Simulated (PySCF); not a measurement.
How good is the calculation?

Geometry:
```
atom   x (Å)   y (Å)   z (Å)
  C1   1.267  -0.737   0.165
  C2   0.002   0.095   0.356
  C3   0.288   1.582   0.167
  C4  -1.085  -0.365  -0.626
  O5  -1.473  -1.704  -0.434
  H6   1.997  -0.512   0.938
  H7   1.712  -0.526  -0.805
  H8   1.027  -1.797   0.207
  H9  -0.372  -0.064   1.376
 H10   1.058   1.909   0.862
 H11  -0.608   2.174   0.342
 H12   0.635   1.774  -0.845
 H13  -0.708  -0.316  -1.650
 H14  -1.959   0.300  -0.547
 H15  -1.786  -1.806   0.472
```

[PySCF 2.14.0 with density-fitted response routines: GIAO PBE0/pcSseg-1 shieldings; geometry from GFN2-xTB; J: B3LYP/pcJ-1 (without the spin–dipole term); single conformer; no relativistic terms; averaged over atoms made equivalent by symmetry, fast rotation or ring inversion; isolated molecule]

Reference values: measured (liquid, neat; K. Matsuzaki, S. Hayashi, W. Nakanishi, RSC Adv. 2024, ESI (observed values from its refs S1-S5)).
```tsv
atoms	quantity	reference	computed	computed, scaled
O5	δ ¹⁷O vs H2O	-2.0	–	-0.9
```

Computed shifts are σ(ref) − σ with the named reference compound (TMS for H and C) calculated as an isolated molecule at the same level. The measured values may be among those fitted. Shieldings were converted by a linear fit to measured shifts: ¹⁷O: δ = 266.70 − 0.911σ (rms 10.7 ppm, 155 shifts, 12.2 ppm with the 3 outliers that the fit left out vs liquid water, solution or neat liquid). Occasional misses reach two or three times the rms, and more in compound classes unlike the fitted ones.

Coupling constants in Hz:
```tsv
coupling	reference	computed	source
¹J(C4,H13)	140.0	145.6	measured; liquid or solution (compiled); San Fabian, Garcia de la Vega, Suardiaz et al., Magn. Reson. Chem. 2013, 51, 775 (SI)
```
